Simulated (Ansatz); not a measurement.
Species: C3H3, net charge 0, doublet state. SMILES: C1=C[CH]1
Structure (B3LYP-D3(BJ)/def2-TZVP (Ansatz, a first-principles code) minimum search):
```xyz
6

C      0.0018     0.0071     0.8842
C      0.0467    -0.6576    -0.4096
C      0.0561     0.6501    -0.4202
H     -0.7909     0.0189     1.6308
H      0.0705    -1.5781    -0.9660
H      0.0930     1.5610    -0.9914
```
Charge 0, spin multiplicity 2.

Property: enthalpy of formation at 298 K, in kcal/mol. Set-up: 6-311+G** with 5d; open shells spin-unrestricted; frozen cores in correlated levels; 6-31G* and kin with 6d, 5d where marked; spin-orbit terms left out; non-relativistic; LANL2DZ all-electron up to Ne. CBS marks a two-point X^-3 extrapolation of the correlation energy; Hartree-Fock from the larger set. [CCSD(T)-MP2]/basis is that difference in the basis named. Ab initio and DFT rows: single points at B3LYP-D3(BJ) geometries (Ansatz), with unscaled harmonic terms from B3LYP/6-31G* (Ansatz) at its own minima, enthalpies of formation by atomisation with measured atoms. A UHF reference is markedly spin-contaminated in at least one set, which strains HF and MP2.

Measured values: Active Thermochemical Tables 1.112 (ions: stationary electron), as tabulated in the package chemicals; they hold spin-orbit and core effects, anharmonicity. 

Value to compare with, the measured value: 116.4 kcal/mol.

```
level                                              program  enthalpy of formation at 298 K (kcal/mol)  error
-------------------------------------------------  -------  -----------------------------------------  -----
HF/STO-3G                                           Ansatz                                      210.3   93.9
HF/3-21G                                            Ansatz                                      317.1  200.7
HF/LANL2DZ                                          Ansatz                                      320.2  203.8
HF/6-31G*                                           Ansatz                                      279.5  163.1
HF/6-311+G**                                        Ansatz                                      280.0  163.6
RI-MP2/CBS(cc-pVTZ,cc-pVQZ)+[CCSD(T)-MP2]/cc-pVTZ   Ansatz                                      118.6    2.2
```

Among the 5 habitual levels, HF/LANL2DZ lies farthest from the measured value (203.8 kcal/mol) and HF/STO-3G nearest (93.9); 5 of 5 lie above it, and their mean absolute error is 165.0 kcal/mol, the median 163.6. One case shows no general order.

The sets are all those run for this method; left out are runs that failed, that the program found above a lower state of the same kind, or whose <S^2> lies over 0.5 above the pure value.
